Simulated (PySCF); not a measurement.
Species: [WOCl4]-, Cl4OW (charge -1 and doublet state).
Structure used (PBE0-D3(BJ)/def2-SVP), in Å, numbered top down from 1:
```xyz
6
Cl4OW angstrom
O     -0.7434   -0.7185   -1.5210
W     -0.0572   -0.0625   -0.1337
Cl     1.5408   -1.6497    0.5925
Cl    -1.3798   -0.8313    1.6782
Cl    -1.1454    2.0157    0.1923
Cl     1.8077    1.2164   -0.8529
```

Theory: PySCF 2.14.0, PBE0-D3(BJ)/def2-SVP geometry optimisation, gas phase, def2 core potentials past Kr.

Task: Which atoms are bound to W2, and at what distances?

Result: 5 atoms: O1 1.681 Å, Cl3 2.366 Å, Cl5 2.368 Å, Cl4 2.371 Å, Cl6 2.373 Å.

Task: List the angles at W2.

Result: 
```tsv
angle	degrees	distance of the outer atoms (Å)
Cl3–W2–Cl5	148.9	4.56
Cl4–W2–Cl6	147.6	4.56
O1–W2–Cl6	106.3	3.27
O1–W2–Cl4	106.0	3.26
O1–W2–Cl5	105.6	3.25
O1–W2–Cl3	105.5	3.25
Cl5–W2–Cl6	86.0	3.23
Cl3–W2–Cl4	85.7	3.22
Cl3–W2–Cl6	85.6	3.22
Cl4–W2–Cl5	85.6	3.22
```

Task: What is the shape at W2?

Result: Square pyramidal: τ5 = (β − α)/60° = 0.02 from the two widest angles, 148.9° and 147.6° (0 for a square pyramid, 1 for a trigonal bipyramid).

Charge -1, doublet. ⟨S²⟩ = 0.756 (exact for a doublet: 0.75). PBE0-D3(BJ)/def2-SVP frequencies: not computed here.

On 2 threads of an Arm Neoverse V2, no GPU, shared host with 96 logical CPUs at a one-minute load of 11, this took 43 s wall, 56 s CPU and 0.50 GiB of memory at its peak. These figures are those of the optimisation.

Neither the SCF state along the optimisation nor the shape of the open-shell metal species was proved the lowest: other solutions of the same spin, or a structure of lower symmetry, can lie below.
